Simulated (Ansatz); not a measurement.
**Ansatz timings: BH2Cl (SMILES BCl)**

The species is BH2Cl (4 atoms), meant as a singlet with charge 0. SMILES: `BCl`. The coordinates come from a PBE0-D4/def2-TZVP relaxation.

```csv
atom,x (Å),y (Å),z (Å)
B,-0.1167,0.0217,-0.0753
Cl,1.3650,-0.3953,0.7212
H,-1.1062,-0.5595,0.2404
H,-0.0866,0.8728,-0.9066
```

Program: Ansatz 0.2.0. Hardware: 1 thread of Arm Neoverse V2, shared host, so times are rough. Ansatz fits the integrals of SCF and DFT runs by default. Its times include its search for lower SCF states.

Problem. Estimate their order by wall time, quickest first.
A. energy at wB97X/def2-TZVP
B. energy at B3LYP/6-31G* (Cartesian functions)
C. energy at HF/3-21G
D. energy at CCSD/def2-TZVP, 6 core orbitals frozen

Solution. C (0.14 s), B (1.2 s), D (3.6 s), A (9.3 s).
